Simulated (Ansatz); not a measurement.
Process, species as SMILES: Cl (HCl) → [Cl-] + H+
B3LYP-D3(BJ)/def2-TZVP geometries, fixed; electronic energies without zero-point terms.

Basis-set convergence of the deprotonation energy at PBE0 with Ansatz (a program for electronic structure). All functions are spherical. The program fits the integrals of some runs and decomposes those of others, by size. No added dispersion term, no relativity. Functions are those of the species that has most. Reference: the value in aug-cc-pV(5+d)Z, 337.44 kcal/mol, itself unsure by roughly 0.04 kcal/mol (its mean distance from aug-pcseg-3, aug-cc-pV(Q+d)Z, def2-QZVPPD). Deviations are taken from unrounded values.

```json
[
 {"basis": "def2-SV(P)", "functions": "20", "deprotonation energy (kcal/mol)": "354.38", "minus reference (kcal/mol)": "16.94"},
 {"basis": "def2-SVP", "functions": "23", "deprotonation energy (kcal/mol)": "360.18", "minus reference (kcal/mol)": "22.74"},
 {"basis": "aug-pcseg-1", "functions": "36", "deprotonation energy (kcal/mol)": "332.76", "minus reference (kcal/mol)": "-4.68"},
 {"basis": "aug-cc-pV(D+d)Z", "functions": "41", "deprotonation energy (kcal/mol)": "334.97", "minus reference (kcal/mol)": "-2.47"},
 {"basis": "def2-TZVP", "functions": "43", "deprotonation energy (kcal/mol)": "343.27", "minus reference (kcal/mol)": "5.83"},
 {"basis": "def2-TZVPP", "functions": "56", "deprotonation energy (kcal/mol)": "343.95", "minus reference (kcal/mol)": "6.51"},
 {"basis": "jun-cc-pV(T+d)Z", "functions": "62", "deprotonation energy (kcal/mol)": "337.06", "minus reference (kcal/mol)": "-0.38"},
 {"basis": "aug-pcseg-2", "functions": "73", "deprotonation energy (kcal/mol)": "336.90", "minus reference (kcal/mol)": "-0.54"},
 {"basis": "aug-cc-pV(T+d)Z", "functions": "78", "deprotonation energy (kcal/mol)": "337.14", "minus reference (kcal/mol)": "-0.29"},
 {"basis": "def2-QZVPP", "functions": "100", "deprotonation energy (kcal/mol)": "339.33", "minus reference (kcal/mol)": "1.89"},
 {"basis": "aug-cc-pV(Q+d)Z", "functions": "135", "deprotonation energy (kcal/mol)": "337.36", "minus reference (kcal/mol)": "-0.08"},
 {"basis": "aug-pcseg-3", "functions": "138", "deprotonation energy (kcal/mol)": "337.41", "minus reference (kcal/mol)": "-0.02"},
 {"basis": "aug-cc-pV(5+d)Z", "functions": "216", "deprotonation energy (kcal/mol)": "337.44", "minus reference (kcal/mol)": "0.00"}
]
```

The smallest set listed that lies within 1 kcal/mol of the reference with all its larger relatives (same family, alike in diffuse functions; a set with none counts only in the reference's own line) is jun-cc-pV(T+d)Z (62 functions, -0.38 kcal/mol off).
